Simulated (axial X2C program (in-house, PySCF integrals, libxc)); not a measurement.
Worked dissociation energy of AlSi⁺: CCSD(T), spin-free

All values were computed with an in-house relativistic program for diatomic molecules. Spin-free means the one-electron spin-free X2C Hamiltonian. Basis: Si dyall-v3z [8s7p2d1f], Al dyall-v3z [8s8p2d1f] (cores contracted in-house); Gaussian nuclei, density fitting, unrestricted open shells. Masses: Si 27.977 u, Al 26.982 u.

Molecular state: M_S = 1, Λ = 0 (beyond evenly filled blocks: π+α, π-α).

Correlated methods: 6 electrons correlated (number of frozen shells: Si 2 s, 1 p; Al 2 s, 1 p), 142 virtual spin orbitals or spinors in MP2, 90 natural virtuals in coupled cluster.

| Quantity | Value |
| --- | --- |
| E(Si) (2M_S = 2, M_L = 0) | -289.540528 hartree |
| E(Al+) (2M_S = 0, M_L = 0) | -242.151680 hartree |
| E(AlSi⁺) at Re | -531.715072 hartree |
| ωe | 321.3 cm⁻¹ |
| ωexe | 3.73 cm⁻¹ |

(1) Work out De and D0.

De is counted from the lowest determinant-based energies of the atoms at the same level, without counterpoise correction. CCSD and (T) use frozen natural virtuals with an MP2 correction for the truncation; (T) itself is uncorrected, so its De runs slightly low. The state is one determinant with fixed occupations, lowest in a PBE0 search at one distance only: followed along the bond, the spin-free determinant M_S = 1, Λ = 1 reaches 0.13 eV lower at PBE0, so the state shown is not the lowest. The determinant is spin-polarised beyond a pure state at some levels (its spin-free form has ⟨S²⟩ too high), which makes Re and μ there less reliable. The T1 diagnostic is large, a sign of multireference character.

Each atomic determinant is the lowest at this level and need not be a pure term. Totals compare only within one Hamiltonian and basis.

Answers

(1) De = -289.540528 + (-242.151680) − (-531.715072) = 0.02286 hartree = 0.622 eV. The zero-point energy is ωe/2 − ωexe/4 = 160 cm⁻¹ = 0.020 eV, so D0 = 0.602 eV.
